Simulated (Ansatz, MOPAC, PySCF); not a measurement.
Complex: CHN (SMILES C#N) (first 3 atoms) with CHN (SMILES C#N); geometry from A24 set.
(charge 0, multiplicity 1):
```xyz
6

H      0.00000     0.00000     3.85521
C      0.00000     0.00000     2.78650
N      0.00000     0.00000     1.63151
H      0.00000     0.00000    -0.59377
C      0.00000     0.00000    -1.66810
N      0.00000     0.00000    -2.82525
```

Monomers are frozen at their geometry in the pair; levels with a basis set take the counterpoise correction. Rows marked so take none.

Rows in 6-31G* carry no dispersion term and start afresh at each structure (6-31G* with six Cartesian d functions). The state that AM1, PM3 reach isn't checked.

Programs: Ansatz (Gaussian basis) for Hartree–Fock, density functionals and correlated methods; MOPAC for AM1, PM3 (differences of heats of formation); PySCF for 6-31G* rows. Values without a source in brackets are computed.

Question: One of these levels gives -100.0 meV for the interaction energy. Which one is it?
A) AM1
B) BP86/6-31G* (no counterpoise)
C) B3LYP/def2-TZVPPD
D) PM3

Answer: D, PM3. The others give -18.1 (AM1), -201.2 (BP86/6-31G* (no counterpoise)), -182.0 (B3LYP/def2-TZVPPD)

Ansatz is a program for electronic structure.
